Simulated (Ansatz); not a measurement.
Reaction (isomerisation): `C/C=C(\O)C=O` → `COC1C=CO1`

Program: Ansatz. Geometries: PBE0-D4/def2-TZVP. ΔE: electronic, gas phase. CCSD(T)/CBS is the MP2 limit (def2-TZVPP, def2-QZVPP) plus CCSD(T) − MP2 in def2-TZVPP, frozen cores. Functionals use def2-TZVPP. B3LYP here is the variant with VWN-RPA as its local correlation; programs differ in this. Each species was taken in one conformer, which may not be the lowest.

`C/C=C(\O)C=O`:

```xyz
12

C    -1.727   -0.487    0.599
C    -0.246   -0.437    0.555
C     0.480    0.259   -0.323
O    -0.094    1.016   -1.298
C     1.954    0.241   -0.283
O     2.635   -0.364    0.500
H    -2.176    0.120   -0.187
H    -2.096   -0.133    1.567
H    -2.081   -1.517    0.490
H     0.328   -1.001    1.283
H     0.594    1.436   -1.824
H     2.431    0.867   -1.079
```

`COC1C=CO1`:

Z-matrix (Å, degrees):
```
C
O 1 1.355
C 1 1.946 2 128.6
C 1 1.499 2 117.5 3 50.4
O 1 1.495 2 113.8 3 -50.0
H 1 1.099 2 112.5 3 -170.6
C 2 1.414 1 113.4 3 124.8
H 3 1.083 1 170.0 2 -110.4
H 4 1.075 1 135.3 2 65.3
H 7 1.089 2 106.9 1 175.7
H 7 1.094 2 111.0 1 -65.0
H 7 1.097 2 110.9 1 56.6
```

(1) Is it downhill or uphill in electronic energy at CCSD(T)/CBS, and by how much? (Estimate.)

(2) What do these levels give: B3LYP-D4, ωB97X-V, B2PLYP, r2SCAN, PBE0, SCS-MP2/def2-QZVPP? (Best estimate.)

Largest T1 diagnostic among the species: 0.015.

Answers

(1) Ansatz gave: Uphill: ΔE = +1.51 eV.

(2) Ansatz gave: B3LYP-D4 1.67, ωB97X-V 1.42, B2PLYP 1.62, r2SCAN 1.61, PBE0 1.51, SCS-MP2/def2-QZVPP 1.51 eV.

In def2-TZVPP, CCSD(T) changes the Hartree–Fock value by −0.12 eV (the triples alone add +0.01 eV) and MP2 by −0.11 eV. From PBE to PBE0 (25 % exact exchange), in def2-TZVPP and without D4, ΔE moves by −0.07 eV.
